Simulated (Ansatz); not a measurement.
System: C2H5N, net charge 0, singlet state. SMILES: C1CN1
Structure (B3LYP-D3(BJ)/def2-TZVP (Ansatz, a first-principles code) minimum search):
```
C
H 1 1.0830
H 1 1.0841 2 114.71
N 1 1.4686 2 114.80 3 -142.73
H 4 1.0144 1 110.39 2 146.03
C 4 1.4686 5 110.39 1 -65.01
H 6 1.0830 4 114.80 5 -146.03
H 6 1.0841 7 114.71 4 -142.73
```

Parts of the frozen-core correlation energy in 6-31G* (Ansatz, hartree). Frozen orbitals: 3; correlated occupied orbitals by spin: 9 and 9; virtual: 43 and 43. Spin-orbit coupling is left out. Non-relativistic.

| term | value |
|---|---|
| reference (HF) | -133.03776 |
| MP2 opposite-spin | ? |
| MP2 same-spin | -0.10417 |
| CCSD correlation | ? |
| (T) | ? |
| T1 diagnostic | 0.008 |
| largest doubles amplitude | 0.038 |

Task: Fill in the missing entries.

Result: 
- MP2 opposite-spin, value: -0.31822
- CCSD correlation, value: -0.45214
- (T), value: -0.01358
